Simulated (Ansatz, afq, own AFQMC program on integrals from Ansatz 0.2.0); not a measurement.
# AlNH2, singlet → AlNH2⁺, doublet

```json
{"atom": "Al", "x (Å)": "0.0000", "y (Å)": "0.0000", "z (Å)": "0.6968"}
{"atom": "N", "x (Å)": "0.0000", "y (Å)": "0.0000", "z (Å)": "-1.0992"}
{"atom": "H", "x (Å)": "0.0000", "y (Å)": "0.8223", "z (Å)": "-1.6887"}
{"atom": "H", "x (Å)": "0.0000", "y (Å)": "-0.8223", "z (Å)": "-1.6887"}
```

Connectivity, by distances: Al–NH2.

E(doublet, charge +1) − E(singlet, charge +0) at this geometry, on RHF and UHF determinants.

Basis cc-pVTZ. Only valence electrons are correlated. Integrals, coupled cluster, full CI and functionals: Ansatz 0.2.0; the random walks run on the same integrals in our own AFQMC program. The CISD trial takes its coefficients from CCSD amplitudes. Released means that phaseless walkers are propagated on without the constraint, phases kept. Error bars are statistical, one sigma. The errors of all members are added in quadrature.

No full CI on the walks' own integrals is used here; CCSDT(Q) serves as the reference and is uncertain by about the last step of the cluster series. Each member takes its own surest rung, up to full CI.

Errors are counted within cc-pVTZ, not against nature.

```tsv
level	vertical ionization energy (kJ/mol)
MP2	790.3
CCSD	812.7
```

**Question.** From these cheaper values, estimate the vertical ionization energy at the reference level in cc-pVTZ.

**Answer.** 814.5 kJ/mol (CCSDT(Q) in cc-pVTZ).

```tsv
level	vertical ionization energy (kJ/mol)	error against CCSDT(Q) (kJ/mol)
HF	715.5	-98.9
CCSD(T)	814.5	0.0
CCSDT	814.4	0.0
ph-AFQMC/CISD	815.1 ± 0.6	0.7 ± 0.6
released AFQMC	814.3 ± 0.9	-0.1 ± 0.9
```

Correlation beyond CCSD(T) changes it by less than 2 meV. The perturbative (T) step is worth +1.8 kJ/mol.

A walk keeps the symmetry of its determinant, which the program's search chose and which needn't be the lowest solution, so a lower state of the same spin and another symmetry isn't excluded. Released energies are given only where the last usable release times agree within the noise; a slower fall can still hide under it.
